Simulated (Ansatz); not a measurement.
Elastic constant C44 of some elemental metals

Method: r²SCAN in Ansatz (plane waves, PAW). References are measured values at low temperature. The table is a random draw of 8 from 16 solids with such references.

Values in GPa.

```json
[
 {"solid": "fcc Cu", "reference": "81.8¶", "r²SCAN": "93.7", "error (%)": "+14.5"},
 {"solid": "fcc Pd", "reference": "71.2¶", "r²SCAN": "60.1", "error (%)": "-15.6"},
 {"solid": "hcp Mg", "reference": "18.4¶", "r²SCAN": "22.2", "error (%)": "+21"},
 {"solid": "bcc Mo", "reference": "112¶", "r²SCAN": "104", "error (%)": "-7.1"},
 {"solid": "hcp Ti", "reference": "51", "r²SCAN": "51.7", "error (%)": "+1.4"},
 {"solid": "fcc Ag", "reference": "51.1", "r²SCAN": "45.7", "error (%)": "-10.6"},
 {"solid": "hcp Zr", "reference": "36.3", "r²SCAN": "34.4", "error (%)": "-5.2"},
 {"solid": "fcc Au", "reference": "45.4¶", "r²SCAN": "31.7", "error (%)": "-30"}
]
```

Over these 8 solids the mean error is -4.0 %, the mean absolute error 13.2 % (median 12.6 %), and the worst case fcc Au at -30 %; the value is too low in 5 of 8 cases. Over all 16, from unrounded values, the mean error is -3.9 % and the mean absolute error 13.1 % (median 12.0 %). Caveats on values not shown: shear constants of such metals converge slowly with the k mesh (2).

All these references are low-temperature values that still hold zero-point motion.

Spin–orbit coupling is left out, also for the solids with elements from indium on (fcc Au); its size isn't shown.

¶ marks references of a special kind: fcc Cu, 81.8 GPa (measured, 0 K, extrapolated to 0 K; zero-point effects included; as tabulated in Malica and Corso (2021), arXiv:2109.00459); fcc Pd, 71.2 GPa (measured, 0 K, extrapolated to 0 K; zero-point effects included; as tabulated in Malica and Corso (2021), arXiv:2109.00459); hcp Mg, 18.4 GPa (measured, 0 K, extrapolated to 0 K; zero-point effects included; as tabulated in Ibrahim et al. (2023), arXiv:2305.03577); bcc Mo, 112 GPa (measured, 0 K, 300 K values taken to 0 K by the source's computed thermal shift; zero-point effects included; as tabulated in Gong and Corso (2024), arXiv:2406.16634); fcc Au, 45.4 GPa (measured, 0 K, extrapolated to 0 K; zero-point effects included; as tabulated in Malica and Corso (2021), arXiv:2109.00459).

Differences are worked out from the printed values.

Each level is taken at its own relaxed cell. Caveats: shear constants of such metals converge slowly with the k mesh (bcc Mo). Ansatz's density-functional and Hartree–Fock values are scalar-relativistic unless marked +SOC, with PAW data made under PBE.

Ansatz's runs of these crystals have no spin polarisation. Meta-GGAs and exact exchange favour moments, which can bear on fcc Pd, hcp Ti.

Not in this set, of the elemental metals with a reference value in our tables and a result at some level: 14 for a reference at room or unstated temperature; 3 for a run that failed a test (r²SCAN); 2 for a doubt noted on the run at r²SCAN; 1 for sources at odds. These can be a level's best or worst cases. Solids without a released value at any level aren't counted. Layered and molecular crystals are counted apart. The metals Ce to Yb are counted apart.

References as tabulated in Malica and Corso (2021), arXiv:2109.00459; Ibrahim et al. (2023), arXiv:2305.03577; Gong and Corso (2024), arXiv:2406.16634; Ferrari et al. (2019), arXiv:1905.01197 and others.

Ansatz is an electronic-structure program.
